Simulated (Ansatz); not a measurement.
Geometry optimisation, RKS r2SCAN/6-31G* (Ansatz 0.2.0).

Input:

```yaml
crystal:
  periodic: [false, false, false]
  atoms:
    - { symbol: C, position_ang: [-0.05797, 0.03761, 0.00892] }
    - { symbol: F, position_ang: [1.0765, -0.69902, -0.16591] }
    - { symbol: H, position_ang: [-0.91292, -0.63597, -0.0597] }
    - { symbol: H, position_ang: [-0.09547, 0.79304, -0.77669] }
    - { symbol: H, position_ang: [-0.01015, 0.50433, 0.99338] }
basis:
  gaussian: { orbitals: "6-31G*" }
hamiltonian:
  xc: r2scan
relax:
  f_tol: 0.02
  max_steps: 40
```

Command:

```bash
$ ansatz run input.yaml --threads 1 --pin off --max-ram 2048MiB --backend cpu --events-out ev --progress --plain --runs-dir out
```

Q: Where does it end, and by what steps?

A: The forces met the threshold. After 3 steps the energy has fallen by 0.022 eV; F2 moved furthest, 0.03 Å.

| step | energy less start (eV) | largest force component (eV/Å) | accepted |
| --- | --- | --- | --- |
| 0 | 0.0000 | 0.857 | yes |
| 1 | -0.0216 | 0.178 | yes |
| 2 | -0.0223 | 0.045 | yes |
| 3 | -0.0224 | 0.019 | yes |

```xyz
5
Properties=species:S:1:pos:R:3
C -0.048 0.031 0.007
F 1.103 -0.716 -0.170
H -0.924 -0.626 -0.058
H -0.108 0.800 -0.773
H -0.023 0.512 0.993
```

The run took 3.1 s on 1 thread of Intel(R) Xeon(R) Platinum 8488C (Sapphire Rapids) (shared host), peak memory 0.12 GiB.
